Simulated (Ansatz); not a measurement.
fcc Rh, treated with PBE-D4 in Ansatz (plane waves, PAW).

Run with plane-wave cutoff 520 eV, 24×24×24 k mesh, Fermi–Dirac smearing 0.05 eV, no spin polarisation, scalar-relativistic PAW data made under PBE.

Computed at the level's own relaxed cell.

Q: Give the computed volume per atom, bulk modulus B0, equilibrium lattice constant a and pressure derivative B′ of the bulk modulus.

A: 
volume per atom: 13.59 Å³/atom
bulk modulus B0: 287 GPa
equilibrium lattice constant a: 3.789 Å
pressure derivative B′ of the bulk modulus: 5.1

The run finds no gap.

Measured, for comparison: equilibrium volume per atom 13.65 Å³/atom, lattice constant a 3.794 Å (static lattice: zero-point anharmonic expansion removed; as tabulated in Mejia-Rodriguez and Trickey (2018), arXiv:1807.09216); bulk modulus 271 GPa (corrected for temperature and zero-point phonon effects, our sources range from 271 to 289; as tabulated in Levämäki et al. (2014), arXiv:1402.3671). Computed (rounded) less measured: equilibrium volume per atom -0.4 %, bulk modulus +6 % (inside the range of the sources held), lattice constant a -0.1 %.

Ansatz is a quantum-chemistry and plane-wave program.
